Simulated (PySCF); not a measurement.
COS. Atoms are numbered in the order given.

```xyz
3

O      0.0000     0.0000    -1.6805
C      0.0000     0.0000    -0.5250
S      0.0000     0.0000     1.0371
```
Charge 0, spin multiplicity 1.

Coordinates come from a B3LYP-D3(BJ)/def2-TZVP optimisation.

The numbers are results of TDA-PBE/def2-TZVPD (PySCF 2.14.0), not measurements.

Vertical excitations; the highest root listed may be one member of a degenerate set. The molecule is in vacuum. State labels are in the subgroup C2v.

Computed lowest excited states:
```
state  symmetry  energy (eV)  λ (nm)      f                                                                main pairs
-----  --------  -----------  ------  -----  ------------------------------------------------------------------------
S1           A2         5.55     223  0.000                                        HOMO→LUMO 50 %, HOMO−1→LUMO+1 50 %
S2           A1         5.80     214  0.000                                 HOMO−1→LUMO, HOMO→LUMO+1 (degenerate set)
S3           A2         5.80     214  0.000                                 HOMO−1→LUMO+1, HOMO→LUMO (degenerate set)
S4           B2         7.00     177  0.036                                              HOMO→LUMO+2 (degenerate set)
S5           B1         7.00     177  0.036                                            HOMO−1→LUMO+2 (degenerate set)
S6           B2         7.86     158  0.001                                              HOMO→LUMO+3 (degenerate set)
S7           B1         7.86     158  0.001                                            HOMO−1→LUMO+3 (degenerate set)
S8           A1         8.21     151  0.292  HOMO→LUMO+5 37 %, HOMO−1→LUMO+4 37 %, HOMO−1→LUMO 11 %, HOMO→LUMO+1 11 %
S9           A1         8.36     148  0.000                               HOMO−1→LUMO+4, HOMO→LUMO+5 (degenerate set)
S10          A2         8.36     148  0.000                               HOMO→LUMO+4, HOMO−1→LUMO+5 (degenerate set)
T1           A1         4.77     260      0                                        HOMO−1→LUMO 50 %, HOMO→LUMO+1 50 %
T2           A1         5.05     245      0                                 HOMO→LUMO+1, HOMO−1→LUMO (degenerate set)
T3           A2         5.05     245      0                                 HOMO→LUMO, HOMO−1→LUMO+1 (degenerate set)
T4           A2         5.55     223      0                                        HOMO−1→LUMO+1 50 %, HOMO→LUMO 50 %
```
Triplets are in the Tamm–Dancoff approximation.
